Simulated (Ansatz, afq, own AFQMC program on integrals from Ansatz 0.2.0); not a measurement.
AFQMC on a folder of integrals that Ansatz 0.2.0 wrote.

```yaml
crystal:
  periodic: [false, false, false]
  atoms:
    - {symbol: O, position_ang: [0.000000, 0.000000, 0.000000]}
basis:
  gaussian: {orbitals: cc-pVQZ}
magnetization: {spin_polarized: true, initial_magnetization: 2}
correlation: {method: ccsd_t, electrons: outside_noble_gas, hamiltonian_folder: ham}
```

```sh
$ ansatz run in.yaml --threads 1 --pin off --events-out ev --progress --plain --max-ram 16896MiB --backend cuda --devices 0, --max-vram 18GiB
```

Options of the walk:

```
--method free --trial cisd --walkers 4000 --time-step 0.03 --max-blocks 4000 --target-error 0.0003 --factor-cut 1e-05 --seed 8287 --times 0,0.3,0.6,1.2,1.8,2.4,3.6,4.8,6 --taylor-order 8
```

Times are imaginary, in 1/Eh. The walk had a cap of 120 s.

```
orbitals 54  electrons 4 2  factors 338 of 338
reference energy -74.81729470 Eh
CCSD correlation -0.17258343 Eh in 9 cycles, weight of the determinant in the CISD state 0.9624
repeat  energy at the last time / Eh  error
    10  -74.994222  0.000122
    20  -74.994049  0.000106
    30  -74.994026  0.000079
time / (1/Eh)  energy / Eh  error  mean overlap
  0.00  -74.989888  0.000008  1.0391
  0.30  -74.993316  0.000017  1.0352
  0.60  -74.993743  0.000018  1.0302
  1.20  -74.993933  0.000026  1.0210
  1.80  -74.993964  0.000030  1.0113
  2.40  -74.993959  0.000030  1.0016
  3.60  -74.994050  0.000042  0.9832
  4.80  -74.993941  0.000060  0.9727
  6.00  -74.994014  0.000078  0.9491
energy -74.994014 +/- 0.000078 Eh
```

Problem. Estimate how long the walk took on 1 × NVIDIA H100 80GB HBM3 with 2 threads of AMD EPYC 7R13 Processor (Zen 3), with other jobs on the host (the card was shared).

Solution. 77 s of wall time.

The run passed its tests (error under three times the target), which doesn't prove that it has relaxed.

Against this walk (error 2.1 meV) on the same determinant: CCSD(T) 12.2 meV higher, CCSDT(Q) 1.6 meV higher (within the noise), full CI (a separate run on its own orbitals, whose frozen core shifts it by up to a few meV) 5.4 meV higher. The error is statistical, and a free projection of finite length keeps a remainder of its start.

Cautions: remainder of the start not in the error; full CI with its own frozen core.

CCSDT and higher add their correlation energy to the determinant of the CCSD(T) run, since their own runs factorise the integrals more tightly (a shift of under 2 meV). A walk keeps the symmetry of its determinant, which the program's search chose and which needn't be the lowest solution, so a lower state of the same spin and another symmetry isn't excluded.
